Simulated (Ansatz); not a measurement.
# FH5NSi+ (SMILES [NH3+][SiH2]F): functionals against CCSD(T) at one geometry

The atoms stand at a structure displaced at random from a GFN2-xTB minimum. How far do the functionals agree with CCSD(T) there?

The runs use Ansatz 0.2.0, Gaussian basis; single points in def2-TZVPP.

Correlated methods freeze the cores.

### Step 1. Where the work starts

8 atoms, charge 1, spin multiplicity 1.

Atoms are counted from 1 here; the program's logs count them from 0.

Bond lengths: N1–Si2 1.886 Å, N1–H4 1.091 Å, N1–H5 1.048 Å, N1–H6 0.996 Å, Si2–F3 1.664 Å, Si2–H7 1.175 Å, Si2–H8 1.409 Å. Angles: Si2–N1–H4 111.2°, Si2–N1–H5 129.8°, Si2–N1–H6 117.7°, H4–N1–H5 95.4°, H4–N1–H6 106.3°, H5–N1–H6 92.5°, N1–Si2–F3 95.4°, N1–Si2–H7 104.0°, N1–Si2–H8 111.1°, F3–Si2–H7 111.3°, F3–Si2–H8 121.9°, H7–Si2–H8 110.8°.

As a file:

```
N    -0.4324    0.5713   -0.5015
Si    0.4844   -0.6367    0.6191
F     1.5407   -1.1664   -0.5526
H    -0.9474    0.0483   -1.3082
H    -0.0576    1.3411   -1.1061
H    -1.1070    1.1712   -0.0807
H     1.0253    0.0555    1.3998
H    -0.4128   -1.5120    1.2632
```

### Step 2. CCSD(T)/def2-TZVPP

File run/in.yaml:

```yaml
crystal:
  periodic: [false, false, false]
  atoms:
    - {symbol: N, position_ang: [-0.432400, 0.571300, -0.501500]}
    - {symbol: Si, position_ang: [0.484400, -0.636700, 0.619100]}
    - {symbol: F, position_ang: [1.540700, -1.166400, -0.552600]}
    - {symbol: H, position_ang: [-0.947400, 0.048300, -1.308200]}
    - {symbol: H, position_ang: [-0.057600, 1.341100, -1.106100]}
    - {symbol: H, position_ang: [-1.107000, 1.171200, -0.080700]}
    - {symbol: H, position_ang: [1.025300, 0.055500, 1.399800]}
    - {symbol: H, position_ang: [-0.412800, -1.512000, 1.263200]}
basis:
  gaussian: {orbitals: def2-TZVPP}
total_charge: 1
correlation: {method: ccsd_t}
output: {forces: true}
```

The command line of these runs was not kept.

### Step 3. PBE0-D4/def2-TZVPP

run/in.yaml: that of step 2 with these lines changed.

```diff
@@ -14,3 +14,3 @@
 total_charge: 1
-correlation: {method: ccsd_t}
-output: {forces: true}
+hamiltonian: {xc: pbe0, dispersion: d4}
+output: {forces: true, orbitals: {seedname: orbitals}}
```

### Step 4. wB97M-V/def2-TZVPP

run/in.yaml: that of step 3 with these lines changed.

```diff
@@ -14,3 +14,3 @@
 total_charge: 1
-hamiltonian: {xc: pbe0, dispersion: d4}
-output: {forces: true, orbitals: {seedname: orbitals}}
+hamiltonian: {xc: {name: wB97M-V}}
+output: {forces: true}
```

### Step 5. r2SCAN-D4/def2-TZVPP

run/in.yaml: that of step 4 with these lines changed.

```diff
@@ -14,3 +14,3 @@
 total_charge: 1
-hamiltonian: {xc: {name: wB97M-V}}
+hamiltonian: {xc: r2scan, dispersion: d4}
 output: {forces: true}
```

### Step 6. PBE-D4/def2-TZVPP

run/in.yaml: that of step 5 with these lines changed.

```diff
@@ -14,3 +14,3 @@
 total_charge: 1
-hamiltonian: {xc: r2scan, dispersion: d4}
+hamiltonian: {xc: pbe, dispersion: d4}
 output: {forces: true}
```

### Step 7. B97M-V/def2-TZVPP

run/in.yaml: that of step 6 with these lines changed.

```diff
@@ -14,3 +14,3 @@
 total_charge: 1
-hamiltonian: {xc: pbe, dispersion: d4}
+hamiltonian: {xc: {name: B97M-V}}
 output: {forces: true}
```

### Step 8. revPBE-D4/def2-TZVPP

run/in.yaml: that of step 7 with these lines changed.

```diff
@@ -14,3 +14,3 @@
 total_charge: 1
-hamiltonian: {xc: {name: B97M-V}}
+hamiltonian: {xc: {name: revPBE}, dispersion: d4}
 output: {forces: true}
```

(Steps that only read results are left out.)

What does the calculation give? Wanted: energy less free atoms, CCSD(T)/def2-TZVPP; RMS force component; RMS force error; HOMO and LUMO, PBE0-D4; T1 diagnostic.

**Answer**, as computed:

| quantity | value |
| --- | --- |
| energy less free atoms, CCSD(T)/def2-TZVPP | -414.5 kcal/mol |
| RMS force component | 3.369 to 3.466 eV/Å over the methods |
| RMS force error | PBE0-D4 0.053, wB97M-V 0.086, r2SCAN-D4 0.044, PBE-D4 0.224, B97M-V 0.154, revPBE-D4 0.249 eV/Å |
| HOMO and LUMO, PBE0-D4 | -15.95 and -6.04 eV |
| T1 diagnostic | 0.011 |

**Reading.** Against CCSD(T) the functionals' energies less atoms differ by -18.8 to -1.2 kcal/mol, PBE-D4 by -15.4 kcal/mol. CCSD(T) in triple zeta still lacks some correlation energy of the bonds, so part of these gaps is its own basis error and they don't rank the functionals. The forces of r2SCAN-D4 come nearest to CCSD(T), those of revPBE-D4 are farthest. Frozen-core CCSD(T) forces in triple zeta carry basis errors of their own, and this is one geometry, so small gaps rank nothing.
